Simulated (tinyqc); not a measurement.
Geometry optimisation on the UHF/sto-3g surface (energies and gradients from PySCF), for LiH, spin multiplicity 3, step by step. Computed by tinyqc, a small Python program that keeps every step (integrals from PySCF). Settings: charge = 0, multiplicity = 3, basis = sto-3g, optimiser = bfgs, first Hessian = 1.0, largest step = 0.1, iteration cap = 30. Command: `OMP_NUM_THREADS=1 python tinyqc.py 30260 30261 out.jsonl` (the two numbers bound the seeds that draw the settings). One thread of a shared host (Intel(R) Xeon(R) Processor @ 2.60GHz), about 2 s of CPU time with the checks.

## Step 1: energy and gradient

positions at the start (bohr):
```
          x       y       z
1Li  0.0000  0.0000  0.0000
2H   0.0000  0.0000  2.5946
```

Self-consistent energy and analytic gradient at these positions.

energy = -7.748558 hartree

gradient (hartree/bohr):
```
            x         y          z
1Li  0.000000  0.000000   0.061321
2H   0.000000  0.000000  -0.061321
```

## Step 1: move

Quasi-Newton step p = -H^(-1) g (first H = 1 times the unit matrix); steps longer than 0.1 bohr are cut back.

positions after step 1 (bohr):
```
          x       y        z
1Li  0.0000  0.0000  -0.0613
2H   0.0000  0.0000   2.6559
```

## Step 2: energy and gradient

As before.

energy = -7.755263 hartree

gradient (hartree/bohr):
```
            x         y          z
1Li  0.000000  0.000000   0.048484
2H   0.000000  0.000000  -0.048484
```

## Step 2: move

inverse Hessian in use (bohr^2/hartree), lower triangle:
```
        1       2        3       4       5       6
1  1.0000
2  0.0000  1.0000
3  0.0000  0.0000   2.8884
4  0.0000  0.0000   0.0000  1.0000
5  0.0000  0.0000   0.0000  0.0000  1.0000
6  0.0000  0.0000  -1.8884  0.0000  0.0000  2.8884
```

Quasi-Newton step p = -H^(-1) g (the inverse Hessian comes from BFGS updates; coordinates in the order x, y, z of each atom); steps longer than 0.1 bohr are cut back (factor 0.305 here).

positions after step 2 (bohr):
```
          x       y        z
1Li  0.0000  0.0000  -0.1320
2H   0.0000  0.0000   2.7266
```

## Step 3: energy and gradient

As before.

energy = -7.761254 hartree

gradient (hartree/bohr):
```
            x         y          z
1Li  0.000000  0.000000   0.036721
2H   0.000000  0.000000  -0.036721
```

## Step 3: move

inverse Hessian in use (bohr^2/hartree), lower triangle:
```
        1       2        3       4       5       6
1  1.0000
2  0.0000  1.0000
3  0.0000  0.0000   3.5058
4  0.0000  0.0000   0.0000  1.0000
5  0.0000  0.0000   0.0000  0.0000  1.0000
6  0.0000  0.0000  -2.5058  0.0000  0.0000  3.5058
```

Quasi-Newton step p = -H^(-1) g (the inverse Hessian comes from BFGS updates; coordinates in the order x, y, z of each atom); steps longer than 0.1 bohr are cut back (factor 0.320 here).

positions after step 3 (bohr):
```
          x       y        z
1Li  0.0000  0.0000  -0.2027
2H   0.0000  0.0000   2.7973
```

## Convergence

Stop when the largest gradient component is below 3e-5 hartree/bohr. The inverse Hessian follows the BFGS update with s = step, y = change of gradient.

Course of the optimisation:
```
step  E (hartree)  largest gradient (hartree/bohr)
1       -7.748558                         6.13e-02
2       -7.755263                         4.85e-02
3       -7.761254                         3.67e-02
4       -7.765771                         2.75e-02
5       -7.769138                         2.04e-02
6       -7.771613                         1.49e-02
7       -7.773405                         1.07e-02
8       -7.774681                         7.53e-03
9       -7.775576                         5.25e-03
10      -7.776198                         3.65e-03
11      -7.776633                         2.58e-03
12      -7.776948                         1.92e-03
13      -7.777191                         1.57e-03
14      -7.777401                         1.42e-03
15      -7.777600                         1.42e-03
16      -7.777806                         1.49e-03
17      -7.778025                         1.61e-03
18      -7.778261                         1.73e-03
19      -7.778513                         1.83e-03
20      -7.778777                         1.90e-03
21      -7.779049                         1.94e-03
22      -7.779323                         1.93e-03
23      -7.779594                         1.89e-03
24      -7.779857                         1.82e-03
25      -7.780108                         1.73e-03
26      -7.780345                         1.61e-03
27      -7.780564                         1.49e-03
28      -7.780766                         1.36e-03
29      -7.780948                         1.22e-03
30      -7.781112                         1.09e-03
```

Distances after the last move, whose energy is not in the table (angstrom):
```
pair    distance
2H-1Li    3.6082
```

Not converged within 30 steps: the energy falls at every step, but slowly. Reruns: method bfgs, first Hessian 0.6, largest step 0.3: converged in 20 (E = -7.78210).
